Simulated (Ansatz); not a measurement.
Worked example: correlation energy of SiH2⁻, quartet

Geometry: that of the SiH2⁻, doublet, kept fixed. The doublet lies 3.0 eV lower here.

```xyz
3

Si    0.0000   -0.0723    0.0000
H     0.0000    1.0067    1.1158
H     0.0000    1.0067   -1.1158
```

Basis aug-cc-pVDZ; Ansatz 0.2.0. Only valence electrons are correlated (noble-gas cores frozen), which leaves 7 electrons in 40 orbitals. Prefix R: restricted or restricted open-shell reference; prefix U: unrestricted. This anion state lies near or above the neutral species, so the extra electron is weakly bound or unbound and the energies hang on the diffuse functions.

Full CI isn't at hand for all of this; UCCSDT(Q) serves as the reference, and is uncertain by about the last step of the cluster series.

Runs differ by some tens of microhartree through their thresholds and, for an open shell, their frozen cores, so steps under 0.03 kcal/mol mean nothing.

```tsv
level	total energy (hartree)
UHF	-289.958277
UMP2	-290.040956
UCCSD	-290.066407
UCCSD(T)	-290.069704
UCCSDT	-290.070730
UCCSDT(Q)	-290.070829
```

**Question.** What is the correlation energy at UCCSDT(Q), and what share of it do UMP2 and UCCSDT recover?

**Answer.** E(corr) = -290.070829 − (-289.958277) = -0.112552 hartree = -3.063 eV. UMP2: -0.082679 / -0.112552 = 73.46 %. UCCSDT: -0.112453 / -0.112552 = 99.91 %.

**Question.** By how many kcal/mol does UCCSD(T) miss UCCSDT(Q) (1 hartree = 627.509 kcal/mol), and which steps make up the rest?

**Answer.** -290.069704 − (-290.070829) = 0.001125 hartree = 0.71 kcal/mol. Steps: UCCSDT − UCCSD(T) = -0.64, UCCSDT(Q) − UCCSDT = -0.06 kcal/mol. That is within 1 kcal/mol of the reference in this basis, which itself misses far more of the correlation at the basis-set limit.
